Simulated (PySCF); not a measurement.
Compound: C5H4S (triplet state).
Bonds: C1–C2, C2–C3 (aromatic), C3–C4 (aromatic), C4–C5 (aromatic), C5–S6 (aromatic), C2–S6 (aromatic). Hydrogens: H7 on C1; H8 on C3; H9 on C4; H10 on C5.

Theory: PBE0-D3(BJ)/def2-SVP geometry optimisation, gas phase in PySCF.

**Question.** What internal coordinates does the optimisation give?

**Answer.** 
```json
{"bond": "C1–C2", "length (Å)": "1.370"}
{"bond": "C2–C3", "length (Å)": "1.416"}
{"bond": "C3–C4", "length (Å)": "1.405"}
{"bond": "C4–C5", "length (Å)": "1.379"}
{"bond": "C5–S6", "length (Å)": "1.721"}
{"bond": "C2–S6", "length (Å)": "1.763"}
{"bond": "C1–H7", "length (Å)": "1.088"}
{"bond": "C3–H8", "length (Å)": "1.090"}
{"bond": "C4–H9", "length (Å)": "1.091"}
{"bond": "C5–H10", "length (Å)": "1.089"}
```

A selection of angles:
```json
{"angle": "C2–C1–H7", "degrees": "136.1"}
{"angle": "C1–C2–C3", "degrees": "129.2"}
{"angle": "C1–C2–S6", "degrees": "121.4"}
{"angle": "C3–C2–S6", "degrees": "109.4"}
{"angle": "C2–C3–C4", "degrees": "113.2"}
{"angle": "C2–C3–H8", "degrees": "122.0"}
{"angle": "C4–C3–H8", "degrees": "124.8"}
{"angle": "C3–C4–C5", "degrees": "113.2"}
{"angle": "C3–C4–H9", "degrees": "123.8"}
{"angle": "C5–C4–H9", "degrees": "123.0"}
{"angle": "C4–C5–S6", "degrees": "112.3"}
{"angle": "C4–C5–H10", "degrees": "127.8"}
{"angle": "S6–C5–H10", "degrees": "119.9"}
{"angle": "C2–S6–C5", "degrees": "91.9"}
```

The 6 heavy atoms lie in one plane (0.000 Å rms). C5 (carbon bonded to C, S and H) is planar (angles 127.8°, 119.9° and 112.3°, sum 360.0°, 0.00 Å off the plane of its three neighbours). C2 (carbon bonded to 2 C and S) is planar (angles 129.2°, 121.4° and 109.4°, sum 360.0°, 0.00 Å off the plane of its three neighbours). The 5-membered ring C2–C3–C4–C5–S6 has internal angles of 91.9° to 113.2° (sum 540°, against 540° for a flat polygon); it is planar, 0.00 Å rms from its mean plane, widest ring torsion 0°. The C–C distances run from 1.370 Å (C1–C2, drawn single) to 1.416 Å (C2–C3, aromatic), a spread of 0.046 Å. C1 (carbon bonded to C and H) is bent (angle 136.1°). The C–S distances run from 1.721 Å (C5–S6, aromatic) to 1.763 Å (C2–S6, aromatic), a spread of 0.042 Å.

Point group: Cs (every atom within 0.08 Å of its image). No PBE0-D3(BJ)/def2-SVP frequencies stand behind this structure, so it isn't proved a minimum. ⟨S²⟩ = 2.056 (exact for a triplet: 2.00). This triplet need not be the ground state; the singlet was not compared here. Torsions: H–C1–C2–C3 0°.
